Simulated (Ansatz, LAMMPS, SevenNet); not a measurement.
**Ladder of methods for the elastic constant C11 of fcc Pd**

Reference value: 234 GPa (measured, 0 K, extrapolated to 0 K; zero-point effects included; as tabulated in Malica and Corso (2021), arXiv:2109.00459).

| level (code) | value (GPa) | cell (Å³/atom) | difference (%) |
|---|---|---|---|
| Morse jacobson2022 (LAMMPS) | 244 | 14.61 | +4.3 |
| SevenNet-0 | 193 | 15.47 | -17.5 |
| LDA (Ansatz) | 271 | 14.15 | +15.8 |
| PBE (Ansatz) | 199 | 15.33 | -15.0 |
| r²SCAN (Ansatz) | 213 | 14.93 | -9.0 |

Once the reference is moved by up to 3.3 % (a margin picked here for doubts on the reference and the settings, and for temperature and zero-point motion) and values within 1.7 % count as equal, the nearest can be Morse jacobson2022 (+4.3 %) or r²SCAN (-9.0 %). By the same margin the farthest can be SevenNet-0 (-17.5 %) or LDA (+15.8 %).

The reference isn't brought to a static lattice, while the calculations are for one, so the differences are not the levels' errors alone. The crystal itself was run without spin with LDA, PBE, r²SCAN; a magnetic state was not tried in these runs. Each level is taken at its own relaxed cell. Cutoffs differ between the levels. Ansatz's density-functional and Hartree–Fock values are scalar-relativistic unless marked +SOC, with PAW data made under PBE.

Empirical potentials (Morse jacobson2022) are fitted to chosen data: where that held the value shown, agreement is built in, and what lay outside the fit can be far off. Machine-learned potentials (SevenNet-0) are trained on DFT data: a solid inside that data is no test of them.

Differences are worked out from the printed values.

Ansatz is a program for electronic structure.
